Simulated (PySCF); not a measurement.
Gas-phase XPS of MgMe2, computed

Compound: MgMe2, C2H6Mg.
Bonds: Mg1–C2, Mg1–C6. Hydrogens: H3, H4, H5 on C2; H7, H8, H9 on C6.

Computed with delta-SCF UKS SCAN, pcX-2 on the ionised atom, pcseg-1 elsewhere, spin-free X2C (PySCF). These are vertical core ionisation energies against the vacuum level, from separate self-consistent calculations with and without the core hole.

Question: List the computed XPS lines with their assignment.

Answer: 
| atom(s) | bonded to | level | binding energy (eV) | count |
| --- | --- | --- | --- | --- |
| Mg1 | 2 C | Mg 1s | 1310.41 | 1 |
| C2/C6 | 3 H and Mg | C 1s | 288.90 | 2 |

Question: What is the longest wavelength that can ionise Mg 1s of Mg1 vertically?

Answer: λ = hc/E = 12398.42 eV Å / 1310.41 eV = 9.461 Å.

Question: Give the binding energy of Mg 1s of Mg1 in hartree and in kJ/mol.

Answer: 1310.41 eV = 48.1567 Eh = 126435 kJ/mol.

The first atom of each set that the bonding makes equivalent was ionised and stands for the set. Geometry: PBE0-D3(BJ)/def2-SVP; no solvent, vibrations or thermal averaging.
